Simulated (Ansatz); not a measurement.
The input, for Ansatz 0.2.0:

```yaml
crystal:
  periodic: [false, false, false]
  atoms:
    - {symbol: Al, position_ang: [-0.011043, 0.081101, 2.069836]}
    - {symbol: Al, position_ang: [-0.011876, -0.361586, -0.578014]}
    - {symbol: F, position_ang: [0.036088, 0.335298, -2.152788]}
    - {symbol: H, position_ang: [-0.066689, 1.188350, 0.642793]}
basis:
  gaussian: {orbitals: cc-pVDZ}
magnetization: {spin_polarized: true, initial_magnetization: 0}
hamiltonian: {xc: {name: CAM-B3LYP}}
```

```sh
$ ansatz run in.yaml --threads 1 --pin off --events-out ev --progress --plain --max-ram 2393MiB
```

(1) Roughly how long does this take on 1 thread of AMD EPYC, shared host, and how much host memory?

```
  # Exact exchange under (alpha + beta erf(omega r))/r, Becke's under what is left of 1/r.
534 factors; integrals over basis functions are off by at most 1.2e-3 eV
200 factors; integrals over basis functions are off by at most 2.0e-5 eV
mean field evaluation 1: about -15923.8720 eV, gradient 2.7e1 eV
mean field evaluation 2: about -15919.6275 eV, gradient 4.8e1 eV
mean field evaluation 4: about -15926.7154 eV, gradient 5.0e-1 eV
mean field evaluation 8: about -15926.7468 eV, gradient 3.1e-2 eV
mean field evaluation 16: about -15925.8511 eV, gradient 3.1e0 eV
mean field -15926.74686856 eV, -585.2971518829 hartree, gradient 5.6e-5 eV, S^2 0.000000; 2 other end points of the search recorded, 0 dependent functions left out
reference -15926.74697448 eV, -585.2971557752 hartree; 18, 18 occupied and 37, 37 virtual orbitals, 534 factors
Total energy: -15926.74697448 eV, -585.2971557752 hartree
```

## Answers

(1) 6.5 s wall and 0.14 GiB.
